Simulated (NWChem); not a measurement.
Lowest excitation of ozone (O$_{3}$)

```
O
O 1 1.2340
O 1 1.2340 2 118.53
```
Charge 0, spin multiplicity 1.

All runs are NWChem calculations. Structure: optimised with PBE0/def2-SVP, a minimum by its harmonic frequencies.

Basis set: aug-cc-pVDZ.

The correlated methods keep 3 core orbitals frozen. B3LYP has NWChem's definition, with VWN1-RPA local correlation. The species is likely to have several important configurations. Coupled-cluster values serve here as a point of comparison, not as the truth.

Q: Order these methods by the lowest vertical singlet excitation energy they give, lowest first: EOM-CCSD, TD-B3LYP, CIS, TD-PBE.

A: TD-B3LYP (2.25 eV), TD-PBE (2.33 eV), CIS (2.42 eV), EOM-CCSD (2.53 eV)
